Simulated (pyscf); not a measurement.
Structures and frequencies: ωB97X-D3(BJ)/def2-SVP in PySCF.

Question: For the elementary gas-phase step O=WH(OH)(OH)–OH (SMILES [O]=[WH]([OH])([OH])[OH]) -> O=W(=O)(OH)–OH (SMILES [O]=[W](=[O])([OH])[OH]) + H₂ (SMILES [H][H]) (singlet surface; H–O, H–W broken, H–H formed), what barrier and reaction energy does ωB97M-D3(BJ)/def2-TZVP give, measured from the reactant's lowest minimum found?

Answer: ΔE‡ = 131.5 kJ/mol, ΔE = -18.5 kJ/mol. Zero-point energy shifts the barrier by -11.6 kJ/mol. It is an elimination, with an imaginary mode of 1605i cm⁻¹. At the saddle there is also a short H–W contact that neither side keeps. This is the saddle that the search found; another between the same sides may lie lower. Elements past Kr carry the def2 core potentials, without spin-orbit coupling.
